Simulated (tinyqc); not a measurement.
Inside a calculation (part 1 of 2). Method: RKS/B3LYP (VWN-RPA form) in the sto-6g basis, for LiH, spin multiplicity 1. Computed by tinyqc, a small Python program that keeps every step (integrals from PySCF). Settings: charge = 0, multiplicity = 1, basis = sto-6g, energy threshold = 1e-09, iteration cap = 50, orthogonalisation = symmetric, start = atomic densities, DIIS depth = 4, method = RKS, functional = b3lyp, grid = [10, 86]. Command: `OMP_NUM_THREADS=1 python tinyqc.py 24937 24938 out.jsonl` (the two numbers bound the seeds that draw the settings). One thread of a shared host (Intel(R) Xeon(R) Processor @ 2.60GHz), about 0.9 s of CPU time with the checks. Later iterations appear only in the table of the cycle.

## One-electron integrals

Geometry (angstrom):
```
atom         x         y         z
Li    0.000000  0.000000  0.000000
H     0.000000  0.000000  1.376000
```

Basis sto-6g: exponents (1/bohr^2) and contraction coefficients of normalised primitives:
```
element  l (shell)    exponent  coefficient
Li           s (1)  167.175846     0.009164
Li           s (1)   30.651508     0.049361
Li           s (1)    8.575187     0.168538
Li           s (1)    2.945808     0.370563
Li           s (1)    1.143944     0.416492
Li           s (1)    0.471139     0.130334
Li           s (2)    6.597564    -0.013253
Li           s (2)    1.305830    -0.046992
Li           s (2)    0.405851    -0.033785
Li           s (2)    0.156146     0.250242
Li           s (2)    0.067814     0.595117
Li           s (2)    0.031084     0.240706
Li           p (3)    6.597564     0.003760
Li           p (3)    1.305830     0.037679
Li           p (3)    0.405851     0.173897
Li           p (3)    0.156146     0.418036
Li           p (3)    0.067814     0.425860
Li           p (3)    0.031084     0.101708
H            s (1)   35.523221     0.009164
H            s (1)    6.513144     0.049361
H            s (1)    1.822143     0.168538
H            s (1)    0.625955     0.370563
H            s (1)    0.243077     0.416492
H            s (1)    0.100112     0.130334
```

Overlap, kinetic and nuclear-attraction integrals over the contracted functions; the nuclear repulsion is the sum of Za Zb / Rab.

nuclear repulsion = 1.15372938 hartree

overlap S, lower triangle:
```
           1Li 1s    1Li 2s   1Li 2px   1Li 2py   1Li 2pz     2H 1s
1Li 1s   1.000000
1Li 2s   0.235742  1.000000
1Li 2px  0.000000  0.000000  1.000000
1Li 2py  0.000000  0.000000  0.000000  1.000000
1Li 2pz  0.000000  0.000000  0.000000  0.000000  1.000000
2H 1s    0.109720  0.452771  0.000000  0.000000  0.545547  1.000000
```

kinetic energy T (hartree), lower triangle:
```
            1Li 1s    1Li 2s   1Li 2px   1Li 2py   1Li 2pz     2H 1s
1Li 1s    3.616742
1Li 2s   -0.110723  0.106524
1Li 2px   0.000000  0.000000  0.320007
1Li 2py   0.000000  0.000000  0.000000  0.320007
1Li 2pz   0.000000  0.000000  0.000000  0.000000  0.320007
2H 1s    -0.014469  0.056520  0.000000  0.000000  0.166091  0.768522
```

nuclear attraction V (hartree), lower triangle:
```
            1Li 1s     1Li 2s    1Li 2px    1Li 2py    1Li 2pz      2H 1s
1Li 1s   -8.451718
1Li 2s   -0.918836  -1.515934
1Li 2px   0.000000   0.000000  -1.480232
1Li 2py   0.000000   0.000000   0.000000  -1.480232
1Li 2pz  -0.022689  -0.133179   0.000000   0.000000  -1.587184
2H 1s    -0.483159  -0.897195   0.000000   0.000000  -1.110908  -2.385572
```

core Hamiltonian H = T + V (hartree), lower triangle:
```
            1Li 1s     1Li 2s    1Li 2px    1Li 2py    1Li 2pz      2H 1s
1Li 1s   -4.834976
1Li 2s   -1.029559  -1.409410
1Li 2px   0.000000   0.000000  -1.160225
1Li 2py   0.000000   0.000000   0.000000  -1.160225
1Li 2pz  -0.022689  -0.133179   0.000000   0.000000  -1.267177
2H 1s    -0.497628  -0.840675   0.000000   0.000000  -0.944818  -1.617050
```

## Two-electron integrals

Functions are numbered as in S; the eight-fold symmetry (ij|kl) = (ji|kl) = (kl|ij) leaves the list below.

Two-electron integrals (ij|kl) in chemists' order, unique and non-zero (hartree):
```
(11|11) 1.681247   (21|11) 0.242603   (21|21) 0.044507   (22|11) 0.397190
(22|21) 0.090279   (22|22) 0.290625   (31|31) 0.009437   (32|31) 0.014261
(32|32) 0.064236   (33|11) 0.397190   (33|21) 0.090279   (33|22) 0.290625
(33|33) 0.313125   (41|41) 0.009437   (42|41) 0.014261   (42|42) 0.064236
(43|43) 0.016875   (44|11) 0.397190   (44|21) 0.090279   (44|22) 0.290625
(44|33) 0.279374   (44|44) 0.313125   (51|51) 0.009437   (52|51) 0.014261
(52|52) 0.064236   (53|53) 0.016875   (54|54) 0.016875   (55|11) 0.397190
(55|21) 0.090279   (55|22) 0.290625   (55|33) 0.279374   (55|44) 0.279374
(55|55) 0.313125   (61|11) 0.117157   (61|21) 0.020848   (61|22) 0.041927
(61|33) 0.041394   (61|44) 0.041394   (61|51) 0.002723   (61|52) 0.005174
(61|55) 0.042994   (61|61) 0.010747   (62|11) 0.188804   (62|21) 0.043004
(62|22) 0.137896   (62|33) 0.131949   (62|44) 0.131949   (62|51) 0.007506
(62|52) 0.037386   (62|55) 0.149790   (62|61) 0.023430   (62|62) 0.097142
(63|31) 0.004427   (63|32) 0.017931   (63|53) 0.006376   (63|63) 0.008695
(64|41) 0.004427   (64|42) 0.017931   (64|54) 0.006376   (64|64) 0.008695
(65|11) 0.212327   (65|21) 0.049032   (65|22) 0.163089   (65|33) 0.152743
(65|44) 0.152743   (65|51) 0.011824   (65|52) 0.057593   (65|55) 0.183780
(65|61) 0.028340   (65|62) 0.128200   (65|65) 0.173647   (66|11) 0.380959
(66|21) 0.088569   (66|22) 0.302049   (66|33) 0.277509   (66|44) 0.277509
(66|51) 0.020121   (66|52) 0.111081   (66|55) 0.351128   (66|61) 0.051796
(66|62) 0.257030   (66|65) 0.355845   (66|66) 0.774999
```

## Orthogonalisation

S = U s U^T; symmetric (Loewdin) form X = U s^(-1/2) U^T, so that X^T S X = 1.

eigenvalues of S: 0.289738  0.799912  1.000000  1.000000  1.153847  1.756503

X, lower triangle:
```
            1Li 1s     1Li 2s   1Li 2px   1Li 2py    1Li 2pz     2H 1s
1Li 1s    1.022118
1Li 2s   -0.117233   1.146279
1Li 2px   0.000000   0.000000  1.000000
1Li 2py   0.000000   0.000000  0.000000  1.000000
1Li 2pz   0.005991   0.151055  0.000000  0.000000   1.183199
2H 1s    -0.019000  -0.345177  0.000000  0.000000  -0.419025  1.309770
```

## Starting guess

The start is atomic minimal-basis densities projected into this basis (PySCF's MINAO start) and scaled to the electron count of each spin; this density is not idempotent, so its energy is not variational and may lie below the converged one.

D at the start, lower triangle:
```
            1Li 1s    1Li 2s   1Li 2px   1Li 2py   1Li 2pz     2H 1s
1Li 1s    2.074495
1Li 2s   -0.233520  1.074816
1Li 2px   0.000000  0.000000  0.000000
1Li 2py   0.000000  0.000000  0.000000  0.000000
1Li 2pz  -0.008191  0.033193  0.000000  0.000000  0.006266
2H 1s     0.016431  0.057734  0.000000  0.000000  0.067387  0.825113
```

## Iteration 1: exchange-correlation on the grid

Becke grid with 10 radial and 86 angular points per atom, points of zero weight dropped. rho = sum D_ij phi_i phi_j; V_xc,ij = sum w v_xc phi_i phi_j plus the gradient terms; v_xc is d(rho eps)/d rho at fixed gradient. Exact exchange is left to K.

The 12 grid points with the largest w rho, of 1713 (bohr, atomic units):
```
x                  y         z         w       rho  |grad rho|^2     eps_xc       v_xc
0.375600    0.375600  0.375600  0.032958  0.381713      4.166532  -0.553093  -0.596949
-0.375600   0.375600  0.375600  0.032958  0.381713      4.166532  -0.553093  -0.596949
-0.375600  -0.375600  0.375600  0.032958  0.381713      4.166532  -0.553093  -0.596949
0.375600   -0.375600  0.375600  0.032958  0.381713      4.166532  -0.553093  -0.596949
0.451717    0.122997  0.451717  0.032772  0.382388      4.158646  -0.553076  -0.597221
-0.451717   0.122997  0.451717  0.032772  0.382388      4.158646  -0.553076  -0.597221
-0.451717  -0.122997  0.451717  0.032772  0.382388      4.158646  -0.553076  -0.597221
0.451717   -0.122997  0.451717  0.032772  0.382388      4.158646  -0.553076  -0.597221
0.122997    0.451717  0.451717  0.032772  0.382388      4.158646  -0.553076  -0.597221
-0.122997   0.451717  0.451717  0.032772  0.382388      4.158646  -0.553076  -0.597221
0.122997   -0.451717  0.451717  0.032772  0.382388      4.158646  -0.553076  -0.597221
-0.122997  -0.451717  0.451717  0.032772  0.382388      4.158646  -0.553076  -0.597221
```

electrons on the grid, sum of w rho = 3.989708

E_xc = sum of w rho eps_xc = -1.82050884 hartree

V_xc (hartree), lower triangle:
```
            1Li 1s     1Li 2s    1Li 2px    1Li 2py    1Li 2pz      2H 1s
1Li 1s   -0.896771
1Li 2s   -0.105039  -0.167725
1Li 2px   0.000000   0.000000  -0.159337
1Li 2py   0.000000   0.000000   0.000000  -0.159337
1Li 2pz  -0.002022  -0.020726   0.000000   0.000000  -0.184853
2H 1s    -0.054605  -0.116673   0.000000   0.000000  -0.152348  -0.351751
```

## Iteration 1: building the Kohn-Sham matrix

J_ij = sum D_kl (ij|kl), K_ij = sum D_kl (ik|jl); F = H + J - 0.1 K + V_xc; E = tr D H + tr D J / 2 - 0.05 tr D K + E_xc + E_nn.

Coulomb J (hartree), lower triangle:
```
           1Li 1s    1Li 2s   1Li 2px   1Li 2py   1Li 2pz     2H 1s
1Li 1s   4.172428
1Li 2s   0.665429  1.384498
1Li 2px  0.000000  0.000000  1.362082
1Li 2py  0.000000  0.000000  0.000000  1.362082
1Li 2pz  0.019944  0.107934  0.000000  0.000000  1.429333
2H 1s    0.328553  0.764441  0.000000  0.000000  0.930392  1.801625
```

exchange K (hartree), lower triangle:
```
           1Li 1s    1Li 2s   1Li 2px   1Li 2py   1Li 2pz     2H 1s
1Li 1s   3.437820
1Li 2s   0.525791  0.465464
1Li 2px  0.000000  0.000000  0.092314
1Li 2py  0.000000  0.000000  0.000000  0.092314
1Li 2pz  0.033880  0.143180  0.000000  0.000000  0.259006
2H 1s    0.299400  0.431290  0.000000  0.000000  0.394043  0.843696
```

Kohn-Sham matrix F (hartree), lower triangle:
```
            1Li 1s     1Li 2s   1Li 2px   1Li 2py    1Li 2pz      2H 1s
1Li 1s   -1.903101
1Li 2s   -0.521749  -0.239183
1Li 2px   0.000000   0.000000  0.033290
1Li 2py   0.000000   0.000000  0.000000  0.033290
1Li 2pz  -0.008155  -0.060289  0.000000  0.000000  -0.048598
2H 1s    -0.253620  -0.236036  0.000000  0.000000  -0.206178  -0.251546
```

total energy of this density = -7.95274994 hartree

This density is the starting one; it is not idempotent, so its energy is not variational and may lie below the converged one.

## Iteration 1: diagonalisation and new density

Diagonalise F' = X^T F X, C = X C', fill 2 alpha and 2 beta electrons from the bottom; D = 2 C_occ C_occ^T. Each column has its largest component positive (the first on a tie).

F' = X^T F X (hartree), lower triangle:
```
           1          2         3         4          5          6
1  -1.857727
2  -0.275057  -0.064115
3   0.000000   0.000000  0.033290
4   0.000000   0.000000  0.000000  0.033290
5   0.011379   0.049490  0.000000  0.000000   0.095257
6  -0.090953  -0.186658  0.000000  0.000000  -0.234511  -0.041299
```

orbital energies (hartree): MO1 -1.906448, MO2 -0.268239, MO3 -0.027111, MO4 0.033290, MO5 0.033290, MO6 0.333913

coefficients C:
```
              MO1        MO2        MO3        MO4       MO5        MO6
1Li 1s   0.988675  -0.183661  -0.212592   0.000000  0.000000   0.049595
1Li 2s   0.038436   0.319412   0.885459   0.000000  0.000000  -0.762972
1Li 2px  0.000000   0.000000   0.000000   0.997339  0.072900   0.000000
1Li 2py  0.000000   0.000000   0.000000  -0.072900  0.997339   0.000000
1Li 2pz  0.000268   0.265144  -0.507112   0.000000  0.000000  -1.127356
2H 1s    0.011852   0.676412  -0.212938   0.000000  0.000000   1.227832
```

D after iteration 1, lower triangle:
```
            1Li 1s    1Li 2s   1Li 2px   1Li 2py   1Li 2pz     2H 1s
1Li 1s    2.022419
1Li 2s   -0.041326  0.207002
1Li 2px   0.000000  0.000000  0.000000
1Li 2py   0.000000  0.000000  0.000000  0.000000
1Li 2pz  -0.096864  0.169401  0.000000  0.000000  0.140603
2H 1s    -0.225026  0.433019  0.000000  0.000000  0.358700  0.915348
```

Within a degenerate level the vectors are fixed only up to a rotation; this is one choice.

## Iteration 2: exchange-correlation on the grid

As before.

The 12 grid points with the largest w rho, of 1713 (bohr, atomic units):
```
x                  y         z         w       rho  |grad rho|^2     eps_xc       v_xc
-0.880168  -0.880168  2.030178  0.402376  0.040833      0.005428  -0.258781  -0.301740
-0.880168   0.880168  2.030178  0.402376  0.040833      0.005428  -0.258781  -0.301740
0.880168    0.880168  2.030178  0.402376  0.040833      0.005428  -0.258781  -0.301740
0.880168   -0.880168  2.030178  0.402376  0.040833      0.005428  -0.258781  -0.301740
-1.653527   0.450234  1.653527  0.887099  0.015580      0.000643  -0.196339  -0.224217
-1.653527  -0.450234  1.653527  0.887099  0.015580      0.000643  -0.196339  -0.224217
-0.450234   1.653527  1.653527  0.887099  0.015580      0.000643  -0.196339  -0.224217
-0.450234  -1.653527  1.653527  0.887099  0.015580      0.000643  -0.196339  -0.224217
0.450234    1.653527  1.653527  0.887099  0.015580      0.000643  -0.196339  -0.224217
0.450234   -1.653527  1.653527  0.887099  0.015580      0.000643  -0.196339  -0.224217
1.653527    0.450234  1.653527  0.887099  0.015580      0.000643  -0.196339  -0.224217
1.653527   -0.450234  1.653527  0.887099  0.015580      0.000643  -0.196339  -0.224217
```

electrons on the grid, sum of w rho = 3.984037

E_xc = sum of w rho eps_xc = -1.90197636 hartree

V_xc (hartree), lower triangle:
```
            1Li 1s     1Li 2s    1Li 2px    1Li 2py    1Li 2pz      2H 1s
1Li 1s   -0.889669
1Li 2s   -0.103981  -0.143664
1Li 2px   0.000000   0.000000  -0.131973
1Li 2py   0.000000   0.000000   0.000000  -0.131973
1Li 2pz  -0.003138  -0.053064   0.000000   0.000000  -0.167018
2H 1s    -0.055184  -0.127119   0.000000   0.000000  -0.171555  -0.391025
```

## Iteration 2: building the Kohn-Sham matrix

As before.

Coulomb J (hartree), lower triangle:
```
           1Li 1s    1Li 2s   1Li 2px   1Li 2py   1Li 2pz     2H 1s
1Li 1s   4.130017
1Li 2s   0.662454  1.390878
1Li 2px  0.000000  0.000000  1.354503
1Li 2py  0.000000  0.000000  0.000000  1.354503
1Li 2pz  0.035179  0.192045  0.000000  0.000000  1.463632
2H 1s    0.334365  0.839929  0.000000  0.000000  1.050750  2.072732
```

exchange K (hartree), lower triangle:
```
            1Li 1s    1Li 2s   1Li 2px   1Li 2py   1Li 2pz     2H 1s
1Li 1s    3.367793
1Li 2s    0.508678  0.367551
1Li 2px   0.000000  0.000000  0.059646
1Li 2py   0.000000  0.000000  0.000000  0.059646
1Li 2pz  -0.000993  0.315810  0.000000  0.000000  0.410578
2H 1s     0.252736  0.572762  0.000000  0.000000  0.675049  1.266229
```

Kohn-Sham matrix F (hartree), lower triangle:
```
            1Li 1s     1Li 2s   1Li 2px   1Li 2py    1Li 2pz      2H 1s
1Li 1s   -1.931407
1Li 2s   -0.521954  -0.198951
1Li 2px   0.000000   0.000000  0.056340
1Li 2py   0.000000   0.000000  0.000000  0.056340
1Li 2pz   0.009452  -0.025779  0.000000  0.000000  -0.011621
2H 1s    -0.243722  -0.185141  0.000000  0.000000  -0.133128  -0.061966
```

total energy of this density = -8.02708297 hartree

## Iteration 2: DIIS over 2 matrices

error matrix X^T (FDS - SDF) X:
```
           1          2         3         4          5          6
1   0.000000  -0.005387  0.000000  0.000000  -0.022938   0.026913
2   0.005387   0.000000  0.000000  0.000000  -0.008023  -0.121342
3   0.000000   0.000000  0.000000  0.000000   0.000000   0.000000
4   0.000000   0.000000  0.000000  0.000000   0.000000   0.000000
5   0.022938   0.008023  0.000000  0.000000   0.000000  -0.112104
6  -0.026913   0.121342  0.000000  0.000000   0.112104   0.000000
```

B (overlaps of the stored error matrices):
```
               1              2
1  1.1646135e-01  1.3784723e-03
2  1.3784723e-03  5.7269865e-02
```

Minimise |sum c_i e_i|^2 with sum c_i = 1: solve [B -1; -1 0][c; lambda] = [0; -1] with B_ij = tr e_i^T e_j, and take F = sum c_i F_i.

DIIS coefficients: 0.326899  0.673101

extrapolated F (hartree), lower triangle:
```
            1Li 1s     1Li 2s   1Li 2px   1Li 2py    1Li 2pz      2H 1s
1Li 1s   -1.922154
1Li 2s   -0.521887  -0.212103
1Li 2px   0.000000   0.000000  0.048805
1Li 2py   0.000000   0.000000  0.000000  0.048805
1Li 2pz   0.003696  -0.037060  0.000000  0.000000  -0.023709
2H 1s    -0.246957  -0.201779  0.000000  0.000000  -0.157008  -0.123939
```

## Iteration 2: diagonalisation and new density

As before.

F' = X^T F X (hartree), lower triangle:
```
           1          2         3         4          5         6
1  -1.877185
2  -0.276086  -0.037059
3   0.000000   0.000000  0.048805
4   0.000000   0.000000  0.000000  0.048805
5   0.020587   0.066380  0.000000  0.000000   0.108468
6  -0.091997  -0.197130  0.000000  0.000000  -0.232876  0.106827
```

orbital energies (hartree): MO1 -1.924958, MO2 -0.178277, MO3 -0.015367, MO4 0.048805, MO5 0.048805, MO6 0.419653

coefficients C:
```
               MO1        MO2        MO3        MO4       MO5        MO6
1Li 1s    0.989823  -0.195013  -0.197800   0.000000  0.000000   0.044269
1Li 2s    0.035664   0.451806   0.804718   0.000000  0.000000  -0.785298
1Li 2px   0.000000   0.000000   0.000000   0.990084  0.140474   0.000000
1Li 2py   0.000000   0.000000   0.000000  -0.140474  0.990084   0.000000
1Li 2pz  -0.005513   0.324588  -0.602964   0.000000  0.000000  -1.062752
2H 1s     0.009119   0.547390  -0.171737   0.000000  0.000000   1.296679
```

D after iteration 2, lower triangle:
```
            1Li 1s    1Li 2s   1Li 2px   1Li 2py   1Li 2pz     2H 1s
1Li 1s    2.035560
1Li 2s   -0.105614  0.410802
1Li 2px   0.000000  0.000000  0.000000
1Li 2py   0.000000  0.000000  0.000000  0.000000
1Li 2pz  -0.137512  0.292908  0.000000  0.000000  0.210775
2H 1s    -0.195443  0.495279  0.000000  0.000000  0.355251  0.599437
```

Within a degenerate level the vectors are fixed only up to a rotation; this is one choice.

## Iteration 7 (converged): orbitals

converged F (hartree), lower triangle:
```
            1Li 1s     1Li 2s   1Li 2px   1Li 2py    1Li 2pz      2H 1s
1Li 1s   -1.925897
1Li 2s   -0.521893  -0.211532
1Li 2px   0.000000   0.000000  0.049963
1Li 2py   0.000000   0.000000  0.000000  0.049963
1Li 2pz   0.006982  -0.042500  0.000000  0.000000  -0.026704
2H 1s    -0.245243  -0.206229  0.000000  0.000000  -0.162264  -0.131889
```

As before.

F' = X^T F X (hartree), lower triangle:
```
           1          2         3         4          5         6
1  -1.881126
2  -0.275871  -0.035165
3   0.000000   0.000000  0.049963
4   0.000000   0.000000  0.000000  0.049963
5   0.024383   0.061772  0.000000  0.000000   0.106761
6  -0.090490  -0.199797  0.000000  0.000000  -0.235139  0.100917
```

orbital energies (hartree): MO1 -1.928636, MO2 -0.187463, MO3 -0.010123, MO4 0.049963, MO5 0.049963, MO6 0.417610

coefficients C:
```
               MO1        MO2        MO3       MO4        MO5        MO6
1Li 1s    0.989993  -0.191398  -0.200542  0.000000   0.000000   0.043915
1Li 2s    0.035091   0.442751   0.808891  0.000000   0.000000  -0.786194
1Li 2px   0.000000   0.000000   0.000000  0.016609   0.999862   0.000000
1Li 2py   0.000000   0.000000   0.000000  0.999862  -0.016609   0.000000
1Li 2pz  -0.007063   0.330562  -0.600281  0.000000   0.000000  -1.062420
2H 1s     0.009003   0.549857  -0.164760  0.000000   0.000000   1.296541
```

D after iteration 7, lower triangle:
```
            1Li 1s    1Li 2s   1Li 2px   1Li 2py   1Li 2pz     2H 1s
1Li 1s    2.033438
1Li 2s   -0.100004  0.394519
1Li 2px   0.000000  0.000000  0.000000
1Li 2py   0.000000  0.000000  0.000000  0.000000
1Li 2pz  -0.140522  0.292217  0.000000  0.000000  0.218642
2H 1s    -0.192657  0.487531  0.000000  0.000000  0.363396  0.604848
```

Within a degenerate level the vectors are fixed only up to a rotation; this is one choice.

## Convergence

Stop when the energy changes by less than 1e-09 hartree and every element of the error matrix X^T (F D S - S D F) X is below 9e-06.

Course of the cycle:
```
iteration  E (hartree)     change  largest element of the error matrix
1          -7.95274994          -                             2.08e-01
2          -8.02708297  -7.43e-02                             1.21e-01
3          -8.04453077  -1.74e-02                             4.27e-03
4          -8.04457306  -4.23e-05                             9.65e-04
5          -8.04457468  -1.62e-06                             1.31e-04
6          -8.04457472  -4.31e-08                             1.56e-06
7          -8.04457472  -2.90e-12                             2.65e-09
```

PySCF RKS in the same basis, fine grid = -8.04964070 hartree

Converged in 7 iterations. The coarse grid moves the energy by +5.07e-03 hartree.
